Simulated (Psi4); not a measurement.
**UB3LYP/cc-pVDZ (sweep point 6) run of BH2O (SMILES B[O])**

Aim: the vertical doublet–quartet gap of BH2O at UB3LYP/cc-pVDZ (sweep point 6), from 2 runs. 

The calculation is run with Psi4 1.11.

4 further runs of the same task are left out: 4 set aside as unsound or not needed.

## Step 1: The system as given

The species is BH2O (4 atoms), meant as a doublet with charge 0. As SMILES, `B[O]`. The coordinates come from a PBE0-D4/def2-TZVP relaxation.

Bond lengths: B1–O2 1.281 Å, B1–H3 1.211 Å, B1–H4 1.211 Å. Angles: O2–B1–H3 119.9°, O2–B1–H4 119.9°, H3–B1–H4 120.2°.

## Step 2: A single-point energy at UB3LYP/cc-pVDZ (sweep point 6)

Contents of calc.in:

```
memory 1600 mb

molecule {
  0 2
  B     -0.001100    -0.010300    -0.015100
  O      1.025300    -0.340800     0.676900
  H     -1.052600    -0.587700     0.151600
  H      0.083900     0.878500    -0.833600
  symmetry c1
}

set globals {
  reference            uks
  puream               true
  scf_type             pk
  dft_radial_points    99
  dft_spherical_points 590
  maxiter              150
}

energy("b3lyp/cc-pVDZ")
```

The run is started by

```
$ psi4 -i calc.in -o calc.out -n 1
```

calc.out (excerpt; [...] marks lines left out):

```text
[...]
  Running in c1 symmetry.
[...]
  Nuclear repulsion =   25.066185915136671
[...]
  Multiplicity = 2
[...]
  Nalpha       = 8
  Nbeta        = 7
[...]
    Number of basis functions: 38
[...]
   @UKS iter   1:  -101.13075185510144   -4.95930e-01   1.33472e-02 DIIS/ADIIS
[...]
   @UKS iter   9:  -101.25382383774593   -1.67525e-08   5.48673e-07 DIIS
[...]
   @S^2 Observed:                7.575591466E-01
[...]
    Orbital Energies [Eh]
    ---------------------
    Alpha Occupied:
       1A    -19.206618     2A     -6.787135     3A     -1.032026
       4A     -0.517697     5A     -0.467156     6A     -0.427709
       7A     -0.388036     8A     -0.324902
    Alpha Virtual:
       9A     -0.016010    10A      0.109331    11A      0.127636
      12A      0.204895    13A      0.234564    14A      0.301256
      15A      0.301583    16A      0.513527    17A      0.564868
      18A      0.604358    19A      0.630390    20A      0.812620
      21A      0.826821    22A      0.983798    23A      0.997508
      24A      1.044206    25A      1.152734    26A      1.286967
[...]
  @UKS Final Energy:  -101.25382383774593
   => Energetics <=
    Nuclear Repulsion Energy =             25.0661859151366713
    One-Electron Energy =                -187.1000452820568398
    Two-Electron Energy =                  71.5728633888499104
    DFT Exchange-Correlation Energy =     -10.7928278596756595
    Empirical Dispersion Energy =           0.0000000000000000
    VV10 Nonlocal Energy =                  0.0000000000000000
    Total Energy =                       -101.2538238377459265
[...]
 Multipole Moments:
 ------------------------------------------------------------------------------------
     Multipole            Electronic (a.u.)      Nuclear  (a.u.)        Total (a.u.)
 ------------------------------------------------------------------------------------
 L = 1.  Multiply by 2.5417464519 to convert [e a0] to [Debye]
 Dipole X            :          0.9787872           -1.3939566           -0.4151694
 Dipole Y            :         -0.3153554            0.4490229            0.1336676
 Dipole Z            :          0.6600830           -0.9399742           -0.2798912
 Magnitude           :                                                    0.5182391
[...]
```

It took 7.5 s on 1 thread of AMD EPYC 7R43 (Zen 3), shared host; peak memory 0.47 GiB.

## Step 3: The quartet at the same level

Contents of input.dat:

```
memory 1600 MB

molecule {
  0 4
  B     -0.001100    -0.010300    -0.015100
  O      1.025300    -0.340800     0.676900
  H     -1.052600    -0.587700     0.151600
  H      0.083900     0.878500    -0.833600
  units angstrom
  symmetry c1
}

set {
  basis cc-pVDZ
  reference uks
  puream true
  scf_type pk
  dft_radial_points 99
  dft_spherical_points 590
  maxiter 150
}

e_tot, wfn = energy("b3lyp", return_wfn=True)
```

The run is started by

```
$ psi4 -n 1 input.dat output.dat
```

output.dat (excerpt; [...] marks lines left out):

```text
[...]
  Running in c1 symmetry.
[...]
  Nuclear repulsion =   25.066185915136671
[...]
  Multiplicity = 4
[...]
  Nalpha       = 9
  Nbeta        = 6
[...]
    Number of basis functions: 38
[...]
   @UKS iter   1:  -100.94680023024306   -3.11978e-01   7.46723e-03 DIIS/ADIIS
[...]
   @UKS iter   8:  -101.00527586718658   -3.64541e-09   2.91158e-07 DIIS
[...]
   @S^2 Observed:                3.757003082E+00
[...]
    Orbital Energies [Eh]
    ---------------------
    Alpha Occupied:
       1A    -19.297062     2A     -6.767514     3A     -1.126553
       4A     -0.565843     5A     -0.530322     6A     -0.510800
       7A     -0.468680     8A     -0.353862     9A     -0.125425
    Alpha Virtual:
      10A      0.101738    11A      0.108891    12A      0.194897
      13A      0.226513    14A      0.272392    15A      0.293434
      16A      0.492257    17A      0.548494    18A      0.586908
      19A      0.606789    20A      0.772006    21A      0.781908
      22A      0.894961    23A      0.971599    24A      1.006232
      25A      1.138358    26A      1.249795    27A      1.516750
[...]
  @UKS Final Energy:  -101.00527586718658
   => Energetics <=
    Nuclear Repulsion Energy =             25.0661859151366713
    One-Electron Energy =                -186.2656327038716597
    Two-Electron Energy =                  70.9666510951507519
    DFT Exchange-Correlation Energy =     -10.7724801736023679
    Empirical Dispersion Energy =           0.0000000000000000
    VV10 Nonlocal Energy =                  0.0000000000000000
    Total Energy =                       -101.0052758671865831
[...]
 Multipole Moments:
 ------------------------------------------------------------------------------------
     Multipole            Electronic (a.u.)      Nuclear  (a.u.)        Total (a.u.)
 ------------------------------------------------------------------------------------
 L = 1.  Multiply by 2.5417464519 to convert [e a0] to [Debye]
 Dipole X            :          1.5041019           -1.3939566            0.1101452
 Dipole Y            :         -0.4844166            0.4490229           -0.0353936
 Dipole Z            :          1.0141622           -0.9399742            0.0741879
 Magnitude           :                                                    0.1374355
[...]
```

Wall time 7.2 s (1 thread of AMD EPYC 7R43 (Zen 3), shared host); peak memory 0.48 GiB.

## Step 4: Summary of results

Level: UB3LYP/cc-pVDZ (sweep point 6).

```
                                        quantity          value
                           doublet: total energy  -101.25382 Eh
                          doublet: dipole moment         1.32 D
     doublet: HOMO energy (highest over α and β)       -8.84 eV
      doublet: LUMO energy (lowest over α and β)       -4.68 eV
                                   doublet: ⟨S²⟩          0.758
                           quartet: total energy  -101.00528 Eh
                          quartet: dipole moment         0.35 D
     quartet: HOMO energy (highest over α and β)       -3.41 eV
                                   quartet: ⟨S²⟩          3.757
vertical energy of the quartet above the doublet       6.763 eV
```

**Reading.** At this shape the quartet lies 6.76 eV (156 kcal/mol) above the doublet.
